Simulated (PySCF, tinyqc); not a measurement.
Worked calculation: CCD on RHF in the sto-3g basis, frozen core, for CH+, spin multiplicity 1. The lowest restricted solution is unstable here: a spin-polarised one lies 0.0127 hartree lower (PySCF). One step of it, computed by the program tinyqc.

Question. CCD: starting amplitudes. t_ij^ab = <ij||ab> / (e_i + e_j - e_a - e_b), whose energy is MP2.

orbital energies (hartree): MO1 -11.620247, MO2 -1.103121, MO3 -0.740698, MO4 -0.230302, MO5 -0.230302, MO6 -0.132735

Two-electron integrals over orbitals (pq|rs), unique and non-zero (hartree); the lowest 1 orbital is frozen and left out:
```
(22|22) 0.579319    (32|22) -0.006935   (32|32) 0.107599    (33|22) 0.512691
(33|32) -0.027508   (33|33) 0.533975    (42|42) 0.121216    (43|42) -0.027219
(43|43) 0.031764    (44|22) 0.592677    (44|32) -0.046710   (44|33) 0.511087
(44|44) 0.672833    (52|52) 0.121216    (53|52) -0.027219   (53|53) 0.031764
(54|54) 0.036269    (55|22) 0.592677    (55|32) -0.046710   (55|33) 0.511087
(55|44) 0.600295    (55|55) 0.672833    (62|22) -0.075503   (62|32) -0.028245
(62|33) -0.010804   (62|44) -0.074834   (62|55) -0.074834   (62|62) 0.063620
(63|22) -0.111366   (63|32) 0.070649    (63|33) -0.065554   (63|44) -0.137261
(63|55) -0.137261   (63|62) 0.054581    (63|63) 0.162633    (64|42) -0.025038
(64|43) -0.011408   (64|64) 0.017553    (65|52) -0.025038   (65|53) -0.011408
(65|65) 0.017553    (66|22) 0.444648    (66|32) 0.077013    (66|33) 0.479075
(66|44) 0.409856    (66|55) 0.409856    (66|62) 0.004430    (66|63) 0.082759
(66|66) 0.598368
```

Give: Starting amplitudes; correlation energy.

Answer.

Starting amplitudes (spin orbitals 1a, 1b, ...; amplitudes related by a flip of all spins are not repeated):
```
from      to        t
3a 3b  6a 6b  -0.1338
2a 2b  4a 4b  -0.0694
2a 2b  5a 5b  -0.0694
2a 3b  6a 6b  -0.0346
2a 2b  6a 6b  -0.0328
3a 3b  4a 4b  -0.0311
3a 3b  5a 5b  -0.0311
2a 3b  4a 4b   0.0197
2a 3b  5a 5b   0.0197
```

correlation energy = -0.048567 hartree
